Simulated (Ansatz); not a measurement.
Relaxation of CHN (3 atoms, charge 0, multiplicity 1), to a largest force component of 0.02 eV/Å in at most 50 steps.

All numbers below come from UHF/6-31G in Ansatz 0.2.0.

```xyz
3
Properties=species:S:1:pos:R:3:forces:R:3
C -0.006 -0.025 -0.006 -0.28 -1.18 -0.29
N 0.250 1.053 0.253 0.22 0.91 0.22
H -0.244 -1.028 -0.247 0.06 0.26 0.07
```

Problem. Where does it end, and by what steps?

Solution. The run converged. Limits of this set-up: no polarisation functions. After 2 steps the energy has fallen by 0.004 eV; C1 moved furthest, 0.00 Å.

```csv
step,energy less start (eV),largest force component (eV/Å),accepted
0,0.0000,1.178,yes
1,-0.0038,0.212,yes
2,-0.0040,0.007,yes
```

```xyz
3
Properties=species:S:1:pos:R:3
C -0.007 -0.029 -0.007
N 0.251 1.055 0.254
H -0.244 -1.026 -0.247
```

Whether the end is a true minimum wasn't checked by a vibrational analysis.

The run took 2.4 s on 1 thread of Intel(R) Xeon(R) Processor @ 2.50GHz (Skylake/Cascade Lake), with other jobs on the host, peak memory 0.095 GiB.
